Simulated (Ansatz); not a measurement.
Consider GaAs in the zinc blende structure (space group F-43m, No. 216).

```xyz
2
Lattice="0.0000 2.8014 2.8014 2.8014 0.0000 2.8014 2.8014 2.8014 0.0000" Properties=species:S:1:pos:R:3 pbc="T T T"
Ga     0.0000     0.0000     0.0000
As     1.4007     1.4007     1.4007
```

The values are results of Kohn–Sham DFT with the LDA functional, run in Ansatz (an electronic-structure program) with PAW and 420 eV plane waves, no spin-orbit coupling, not measurements.

```csv
level,band gap,lattice parameter a,electron mass at Γ
LDA,0.49 eV,5.603 Å,0.028 mₑ
```

Task: What does experiment give, and how far off is each level?

Result: Measured: band gap 1.57 eV (static lattice; corrected from measurement; as listed in Wei Chen et al., Physical Review Materials (2018)); lattice parameter a 5.64 Å (static lattice; corrected from measurement; as listed in Daniel Mejia-Rodriguez, S. B. Trickey, Phys. Rev. B (2018)); electron mass at Γ 0.066 mₑ (temperature not stated; as listed in Magdalena Laurien, Oleg Rubel, Phys. Rev. B (2022)). Computed minus measured — band gap: LDA -1.08 eV; lattice parameter a: LDA -0.7 %; electron mass at Γ: LDA -57 %. Measured values not marked as corrected hold thermal and zero-point effects that the static-lattice runs lack. A measured gap can be an optical one, lowered by exciton binding. Levels without spin-orbit coupling miss its lowering of the gap, often about a third of the valence-band splitting.

Effective masses come from finite differences of ±0.01 Å⁻¹. Whether these cells are dynamically stable was not tested.
